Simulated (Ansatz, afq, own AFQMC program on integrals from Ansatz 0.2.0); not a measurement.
## Where AFQMC and coupled cluster stand for H₂Br, doublet

```xyz
3

H     0.0000    0.0000   -1.1570
H     0.0000    0.0000   -0.2770
Br    0.0000    0.0000    1.4340
```

Basis cc-pVTZ. Only valence electrons are correlated. Integrals, coupled cluster, full CI and functionals: Ansatz 0.2.0; the random walks run on the same integrals in our own AFQMC program. ph-AFQMC/CISD is guided by a CISD state made of CCSD amplitudes; releasing the constraint for a short imaginary time cuts its bias at the price of noise, slowly where states lie close. ± is one standard error of the sampling. No spin–orbit coupling.

Determinant: UHF, the one that the program's search chose, which needn't be the lowest solution. The geometry is a point of a scan.

No full CI on the walks' own integrals is used here; CCSDT(Q) serves as the reference and is uncertain by about the last step of the cluster series.

Cautions: no relativity below Rb; no spin-orbit coupling; inner d shell frozen.

The T1 diagnostic is 0.0141. The weight of the determinant in the CISD state is 0.908. The ⟨S²⟩ of the determinant is 0.790. The size of the correlated space is 9 electrons in 57 orbitals.

```tsv
level	correlation energy (eV)
MP2	-4.8600
CCSD	-5.5803
CCSD(T)	-5.7549
```

(1) Estimate where AFQMC with the constraint released lies against CCSD(T) on the same integrals.

(1) 0.58 ± 0.07 kcal/mol below CCSD(T).

Reference: CCSDT(Q), correlation energy -5.780 eV. The released energy is read at 2.40 1/Eh (meV from the phaseless value at times in 1/Eh: -4.9 ± 1.9 at 0.24, -5.9 ± 1.7 at 0.51, -7.2 ± 2.1 at 0.99, -3.1 ± 1.9 at 1.62, -5 ± 3 at 2.40).

| level | E − E(reference) (kcal/mol) | share of correlation (%) |
| --- | --- | --- |
| CCSD(T) | 0.57 | 99.57 |
| CCSDT | 0.13 | 99.90 |
| ph-AFQMC/CISD | 0.10 ± 0.05 | 99.93 |
| released AFQMC | -0.01 ± 0.07 | 100.01 |

A walk keeps the symmetry of its determinant, which the program's search chose and which needn't be the lowest solution, so a lower state of the same spin and another symmetry isn't excluded. Released energies are given only where the last usable release times agree within the noise; a slower fall can still hide under it.
